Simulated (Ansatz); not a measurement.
# H2O2 (singlet): from Hartree-Fock to the top rungs, 6-31G

Aim: climb from Hartree-Fock through coupled cluster and multireference methods for H2O2 (singlet) at one geometry and basis, and see what each rung misses.

Computed with Ansatz 0.2.0, Gaussian basis. Level: 6-31G, core rule «outside noble gas», up to 2 orbitals frozen.

Plan: UHF; CCSD(T) on RHF; BCCD(T) on RHF; CISD; CCSDT(Q) on RHF; CISDTQ; CCSDTQ on RHF; CASSCF and MRCISD+Q, 14 electrons in 10 orbitals; CASSCF and MRCISD+Q(relaxed), 14 electrons in 10 orbitals; CASSCF and NEVPT2, 14 electrons in 10 orbitals.

10 further runs of the same task are left out: 1 that didn't finish, 9 set aside as unsound or not needed.

## (1) The geometry

The geometry is an MP2(full)/6-31G* stationary point (not a proven minimum).

4 atoms, charge 0, spin multiplicity 1.

Atoms are counted from 1 here; the program's logs count them from 0.

Bond lengths: O1–O2 1.468 Å, O1–H3 0.976 Å, O2–H4 0.976 Å. Angles: O2–O1–H3 98.6°, O1–O2–H4 98.6°.

As a file:

```xyz
4

O     0.0000    0.7341   -0.0281
O     0.0000   -0.7341   -0.0281
H     0.8395    0.8808    0.4466
H    -0.8395   -0.8808    0.4466
```

## (2) UHF

in.yaml reads:

```yaml
crystal:
  periodic: [false, false, false]
  atoms:
    - {symbol: O, position_ang: [0.000000, 0.734058, -0.028136]}
    - {symbol: O, position_ang: [0.000000, -0.734058, -0.028136]}
    - {symbol: H, position_ang: [0.839547, 0.880752, 0.446615]}
    - {symbol: H, position_ang: [-0.839547, -0.880752, 0.446615]}
basis:
  gaussian: {orbitals: 6-31G}
magnetization: {spin_polarized: true, initial_magnetization: 0}
hamiltonian: {xc: hf}
output: {orbitals: {seedname: orbitals}}
```

Command:

```sh
> ansatz run in.yaml --threads 1 --pin off --events-out ev --progress --plain --max-ram 3956MiB --backend cpu
```

The runs that follow: CCSD(T) on RHF; BCCD(T) on RHF; CISD; CCSDT(Q) on RHF; CISDTQ; CCSDTQ on RHF; CASSCF and MRCISD+Q, 14 electrons in 10 orbitals; CASSCF and MRCISD+Q(relaxed), 14 electrons in 10 orbitals; CASSCF and NEVPT2, 14 electrons in 10 orbitals.

Before running them: what should the planned runs give, taken together? Wanted: RCCSDTQ below the RHF energy; RMP2 from RCCSDTQ; RCCSD from RCCSDTQ; RCCSD(T) from RCCSDTQ; RCCSDT(Q) from RCCSDTQ; NEVPT2 valence from RCCSDTQ; MRCISD+Q valence from RCCSDTQ; MRCISD+Q(relaxed) valence from RCCSDTQ; T1 diagnostic.

The runs gave:

| quantity | value |
| --- | --- |
| RCCSDTQ below the RHF energy | -7.4133 eV |
| RMP2 from RCCSDTQ | +40.8 kJ/mol |
| RCCSD from RCCSDTQ | +16.3 kJ/mol |
| RCCSD(T) from RCCSDTQ | +3.5 kJ/mol |
| RCCSDT(Q) from RCCSDTQ | -0.3 kJ/mol |
| NEVPT2 valence from RCCSDTQ | +56.6 kJ/mol |
| MRCISD+Q valence from RCCSDTQ | +5.4 kJ/mol |
| MRCISD+Q(relaxed) valence from RCCSDTQ | +1.9 kJ/mol |
| levels within 1 kcal/mol (43 meV) | RCCSD(T), BCCD(T), RCCSDT, CISDTQ, RCCSDT(Q), MRCISD+Q(relaxed) valence |
| T1 diagnostic | 0.011 |
| effectively unpaired electrons | 0.06 |

RCCSD(T) misses by +3.5 kJ/mol, 0.5 % of the correlation energy. One determinant dominates. Of the multireference levels listed MRCISD+Q(relaxed) valence comes nearest in total energy (+1.9 kJ/mol), which doesn't show that its space is the better one. These misses are within one basis, not against nature.
